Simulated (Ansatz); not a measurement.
The same path of CH₂NO₂ (6 atoms, charge -1, multiplicity 1) was run twice with different band settings. The coordinate that changes most is the dihedral N1–C2–O4–H6.

Level of theory: RKS CAM-B3LYP-D4/def2-SVP (Ansatz).

Relaxed end points:

```xyz
6
Properties=species:S:1:pos:R:3
N 1.135 0.106 -0.655
C -0.001 -0.066 -0.037
O -0.835 -1.002 -0.036
O -0.357 1.016 0.794
H 1.256 -0.748 -1.208
H -1.198 0.694 1.141
```

```xyz
6
Properties=species:S:1:pos:R:3
N 0.887 0.097 -0.504
C -0.267 -0.266 0.019
O -0.968 -1.278 -0.106
O -0.764 0.727 0.887
H 1.178 -0.670 -1.115
H -0.065 1.391 0.818
```

Common settings: spring 5.0 eV/Å²; optimiser quadratic models (default); start path IDPP; force threshold 0.05 eV/Å; iteration limit 60; end points relaxed.

| run | movable images | climbing image |
| --- | --- | --- |
| 1 | 7 | yes |
| 2 | 4 | no |

(1) What does each run give, and how far can it be trusted?

Results:

(1) Run 1: converged after 7 iterations, highest image 0.406 eV above the first end. A vibrational analysis at the climbing image gives one clearly imaginary mode, 525i cm⁻¹: a first-order saddle point.
Run 2: converged after 7 iterations, highest image 0.374 eV above the first end. No image climbed, so the highest image needn't sit at the top of the path.
Limits of this set-up: an anion without diffuse functions, the dipole of an ion depends on the origin.
